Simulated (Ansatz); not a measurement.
For hcp Hf, PBE-D3(BJ) (Ansatz, a quantum-chemistry and plane-wave program, PAW) gives:

- equilibrium lattice constant a = 3.170 Å
- c axis length = 5.019 Å

Question: What does B3LYP (VWN-RPA form) (plane waves, PAW; Ansatz) give for the same quantities?

Answer: 
- lattice constant a: 3.230 Å (goes up by 1.9 %)
- lattice parameter c: 5.116 Å (increases by 1.9 %)

For comparison: lattice constant a 3.194 Å (measured, 293 K, no zero-point or thermal correction, our sources range from 3.194 to 3.200; as tabulated in Wikipedia's data pages); lattice parameter c 5.051 Å (measured, 293 K, not corrected to a static lattice; as tabulated in Wikipedia's data pages).

Changes are worked out from the printed values.

Unless a cell is named, each level is at its own relaxed cell (PBE-D3(BJ) 21.84, B3LYP (VWN-RPA form) 23.12 Å³/atom).

Levels without +SOC leave out spin–orbit coupling, which shifts energies and cells of such heavy elements.

Ansatz's density-functional and Hartree–Fock values are scalar-relativistic unless marked +SOC, with PAW data made under PBE.
